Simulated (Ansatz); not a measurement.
# CAlN: the cost of one run

Method: def2-QZVPP, core rule «outside noble gas», up to 7 orbitals frozen; program: Ansatz 0.2.0, Gaussian basis.

To be run: UHF; ROHF; CCSD(T) on UHF.

2 further runs of the same task are left out: 2 set aside as unsound or not needed.

### 1 The geometry

The geometry is a PBE0/def2-TZVP stationary point (not a proven minimum) of the parent state, kept for this charge and spin.

3 atoms, charge 1, spin multiplicity 2.

Atoms are counted from 1 here; the program's logs count them from 0.

Bond lengths: Al1–C2 2.025 Å, C2–N3 1.157 Å. Angles: Al1–C2–N3 180.0°.

### 2 UHF

Input file in.yaml:

```yaml
crystal:
  periodic: [false, false, false]
  atoms:
    - {symbol: Al, position_ang: [0.000000, 0.000000, 1.735900]}
    - {symbol: C, position_ang: [0.000000, 0.000000, -0.289400]}
    - {symbol: N, position_ang: [0.000000, 0.000000, -1.446500]}
basis:
  gaussian: {orbitals: "def2-QZVPP.json"}
total_charge: 1
magnetization: {spin_polarized: true, initial_magnetization: 1}
hamiltonian: {xc: hf}
output: {orbitals: {seedname: orbitals}}
```

Command:

```console
ansatz run in.yaml --threads 1 --pin off --events-out ev --progress --plain --max-ram 2393MiB
```

Q: Estimate wall time and peak memory on 1 thread of Arm Neoverse V1, shared host.

About 13 s, with a peak of 0.38 GiB.
